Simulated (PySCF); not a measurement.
# C2H6: the cost of one run

Computed with PySCF 2.14.0, with density-fitted response routines of our own, on a single molecule in the gas phase. Atoms are numbered from 0 throughout.

### 1 Starting geometry

8 atoms, charge 0, multiplicity 1; geometry from: MMFF94s.

Bonds of the start (Å): C0–C1 1.51, C0–H2 1.09, C0–H3 1.09, C0–H4 1.09, C1–H5 1.09, C1–H6 1.09, C1–H7 1.09.

### 2 Optimising the geometry at PBE0-D3(BJ)/def2-SVP

The job: settings as JSON, then the geometry in Å.

```
{"job": {"xc": "PBE0", "basis": "def2-SVP", "d3": "d3bj", "grid": 1, "kind": "geom"}, "charge": 0, "multiplicity": 1}
C     -0.748692     0.104225    -0.013322
C      0.748692    -0.104225     0.013323
H     -1.216904    -0.564132    -0.742086
H     -0.988342     1.135743    -0.288197
H     -1.182754    -0.099970     0.969996
H      0.988342    -1.135744     0.288199
H      1.216905     0.564134     0.742084
H      1.182753     0.099969    -0.969996
```

Launch:

```sh
$ OMP_NUM_THREADS=1 python probes_run.py task.json out
```

This one command runs all jobs of the session in turn.

Q: Estimate the wall time and peak memory of this first job on 1 thread of Arm Neoverse V1, shared host.

About 2.4 s, with a peak of 0.27 GiB.
